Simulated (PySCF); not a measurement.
Species: C4H9O (doublet state).
Atom-mapped SMILES: `[CH2:1][CH2:2][O:3][CH2:4][CH3:5]` (hydrogens: H6, H7 on C1; H8, H9 on C2; H10, H11 on C4; H12, H13, H14 on C5)

Geometry (PBE0-D3(BJ)/def2-SVP, Å), atoms numbered from 1 in this order:
```xyz
14
C4H9O angstrom
C     -2.3748    0.6933    0.4146
C     -1.1411    0.1747   -0.2111
O     -0.2488   -0.2517    0.7748
C      0.9154   -0.8659    0.2965
C      1.9319    0.1033   -0.2811
H     -2.4322    0.7780    1.5008
H     -3.1978    1.0512   -0.2062
H     -1.3798   -0.6643   -0.9089
H     -0.6870    0.9602   -0.8606
H      0.6581   -1.6416   -0.4551
H      1.3534   -1.3915    1.1597
H      1.5604    0.6051   -1.1874
H      2.8557   -0.4294   -0.5538
H      2.1850    0.8778    0.4586
```

The hyperfine couplings belong to this conformer and change with its torsions.

Theory: PySCF 2.14.0, UKS B3LYP, IGLO-III on C O, pcH-1 on H, non-relativistic, mean-field spin-orbit, GIAO. The structure is a single PBE0-D3(BJ)/def2-SVP conformer in the gas phase; no vibrational or solvent corrections. The SCF solution wasn't tested for stability.

(1) Give the principal g shifts and their parts.

(2) Average each term over the three axes. Which is largest in size?

(3) At 9.761 GHz, how far is the centre of the isotropic spectrum from where a free electron (g = 2.002319) resonates?

(4) In a frozen sample, at which fields do the three g values resonate at 9.5, 34, 94 and 263 GHz (hyperfine left aside), and which band first spreads them over more than twice a line width of 0.3 mT?

Answers

(1) 
```csv
Δg (ppm),1,2,3
relativistic mass correction,-131,-131,-131
gauge correction,8,35,18
orbital Zeeman/spin–orbit,-6,513,717
total,-129,418,604
```

So g = 2.00219, 2.00274, 2.00292 and g_iso = 2.00262; the tensor is rhombic: the two nearest values differ by 25 % of g3 − g1. Axes: g2 points within 14° of the C1–C2 bond.

(2) The orbital-Zeeman/spin–orbit term 408, the mass correction -131 and the gauge correction 20 ppm, for a total of 298 ppm. The orbital-Zeeman/spin–orbit term is the largest in size. The mass correction is the same along every axis, so the anisotropy comes from the other two: their spans along these axes are 28 (gauge) and 723 ppm (orbital Zeeman/spin–orbit).

(3) B = hν/(g μB) with μB/h = 13.99624 MHz/mT gives 348.30 mT for the free electron and 348.25 mT at g_iso, 0.05 mT lower.

(4) 
| band | GHz | B(g3) mT | B(g2) mT | B(g1) mT | spread mT |
| --- | --- | --- | --- | --- | --- |
| X | 9.5 | 338.88 | 338.91 | 339.01 | 0.12 |
| Q | 34.0 | 1212.84 | 1212.95 | 1213.28 | 0.44 |
| W | 94.0 | 3353.14 | 3353.45 | 3354.37 | 1.23 |
| J | 263.0 | 9381.66 | 9382.54 | 9385.10 | 3.43 |

The spread grows in proportion to the frequency. W band is the first where it exceeds 0.6 mT.

The Mulliken spin populations are largest on C1 (+1.10) and C2 (-0.09). No atom but C1 exceeds +0.15. The positive populations add up to 1.20 and the negative ones to -0.20, together 2S = 1. The angles at C1 add up to 359.9°, so it is planar; its axial dipolar tensor and the negative couplings of its protons fit spin in a p orbital normal to that plane.

The HOMO–LUMO gaps are 6.64 eV among the α and 5.55 eV among the β orbitals.
